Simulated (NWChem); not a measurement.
Molecule: dichloromethane (CH2Cl2); SMILES ClCCl

```xyz
5

Cl     1.4943     0.0000     0.2157
C      0.0000     0.0000    -0.7601
Cl    -1.4943     0.0000     0.2157
H      0.0000     0.9097    -1.3865
H      0.0000    -0.9097    -1.3865
```
Atoms are numbered in this order, from 1.

Results from NWChem. Pople sets run with spherical d functions. Coordinates come from a PBE-D3(BJ)/def2-SVP optimisation.

Predict the results for PBE/6-31G*. Quantities: highest occupied level (eV); orbital gap (eV); dipole (D).


```json
{
  "highest occupied level (eV)": "-7.21",
  "orbital gap (eV)": "5.97",
  "dipole (D)": "1.78"
}
```
